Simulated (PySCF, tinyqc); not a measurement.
CISD on RHF in the sto-3g basis, for HF, spin multiplicity 1, step by step. The lowest restricted solution is unstable here: a spin-polarised one lies 0.0110 hartree lower (PySCF). One step of it, computed by the program tinyqc.

Problem. CISD: roots. Diagonalise (each vector has its largest component positive (the first on a tie)); all determinants have Ms = 0, so triplets appear too. The lowest singlet root is the correlation energy.

Occupation strings over the orbitals (2 doubly, a alpha, b beta, 0 empty; spin orbitals ordered 1a 1b 2a 2b ...): 222220 2222ab 2a222b a2222b 2222ba 2b222a b2222a 222202 2a22b2 a222b2 222022 220222 2b22a2 202222 ab2222 b222a2 ba2222 022222

H - E(HF) between determinants (hartree), lower triangle:
```
           222220     2222ab     2a222b     a2222b     2222ba     2b222a     b2222a     222202
222220   0.000000
2222ab   0.000000   0.382015
2a222b   0.000000  -0.008980   1.188297
a2222b   0.000000  -0.013656   0.028084  25.439509
2222ba   0.000000  -0.240807  -0.032602   0.004416   0.382015
2b222a   0.000000  -0.032602  -0.091303  -0.019250  -0.008980   1.188297
b2222a   0.000000   0.004416  -0.019250  -0.019033  -0.013656   0.028084  25.439509
222202   0.240807   0.061299  -0.075136  -0.001326  -0.061299   0.075136   0.001326   0.809743
2a22b2  -0.032602   0.075136  -0.220367   0.007177  -0.029650   0.080577   0.019911   0.061331
a222b2   0.004416   0.001326   0.007177  -0.403287  -0.011503   0.022841   0.012774   0.024600
222022   0.028657   0.023150   0.025742   0.006271  -0.023150  -0.025742  -0.006271   0.033806
220222   0.028657   0.023150   0.025742   0.006271  -0.023150  -0.025742  -0.006271   0.033806
2b22a2   0.032602  -0.029650   0.080577   0.019911   0.075136  -0.220367   0.007177  -0.061331
202222   0.091303   0.080577   0.026611  -0.003765  -0.080577  -0.026611   0.003765   0.130051
ab2222  -0.019250  -0.019911   0.003765  -0.088289   0.022841  -0.009489   0.015185  -0.020480
b222a2  -0.004416  -0.011503   0.022841   0.012774   0.001326   0.007177  -0.403287  -0.024600
ba2222   0.019250   0.022841  -0.009489   0.015185  -0.019911   0.003765  -0.088289   0.020480
022222   0.019033   0.012774   0.015185  -0.102039  -0.012774  -0.015185   0.102039   0.016705

           2a22b2     a222b2     222022     220222     2b22a2     202222     ab2222     b222a2
2a22b2   1.642503
a222b2   0.028637  25.886856
222022   0.025174   0.006241   0.818290
220222   0.025174   0.006241   0.053770   0.818290
2b22a2  -0.130051  -0.020480  -0.025174  -0.025174   1.642503
202222   0.096223  -0.004464   0.190435   0.190435  -0.096223   2.654995
ab2222   0.004464  -0.161371  -0.040230  -0.040230   0.017320  -0.013855  27.070579
b222a2  -0.020480  -0.016705  -0.006241  -0.006241   0.028637   0.004464   0.013407  25.886856
ba2222   0.017320   0.013407   0.040230   0.040230   0.004464   0.013855  -0.080669  -0.161371
022222   0.013407  -0.066551   0.029528   0.029528  -0.013407   0.080669   0.487094   0.066551

           ba2222     022222
ba2222  27.070579
022222  -0.487094  55.250987
```

Give: lowest roots of this matrix, relative to E(HF); lowest vectors; <S^2> of these roots; weight of the ground state by excitation level 0, 1, 2, ....

Solution.

lowest roots of this matrix, relative to E(HF) (hartree): -0.071  0.138  0.583  0.765  0.792  0.894  1.055  1.158

lowest vectors:
```
        root 1  root 2  root 3  root 4
222220   0.962   0.000  -0.102   0.000
2222ab   0.024   0.706   0.673   0.000
2a222b  -0.009   0.028  -0.075   0.000
a2222b   0.000   0.000   0.001   0.000
2222ba  -0.024   0.706  -0.673   0.000
2b222a   0.009   0.028   0.075   0.000
b2222a   0.000   0.000  -0.001   0.000
222202  -0.267   0.000  -0.250   0.000
2a22b2   0.025  -0.021  -0.065   0.000
a222b2   0.000   0.000   0.000   0.000
222022  -0.018   0.000  -0.031   0.707
220222  -0.018   0.000  -0.031  -0.707
2b22a2  -0.025  -0.021   0.065   0.000
202222  -0.020   0.000  -0.018   0.000
ab2222   0.000   0.000   0.001   0.000
b222a2   0.000   0.000   0.000   0.000
ba2222   0.000   0.000  -0.001   0.000
022222   0.000   0.000   0.000   0.000
```

<S^2> of these roots: 0.000  2.000  0.000  0.000  0.000  0.000  2.000  0.000

weight of the ground state by excitation level 0, 1, 2, ...: 0.925  0.001  0.073

With one virtual orbital singles and doubles already span the full space.
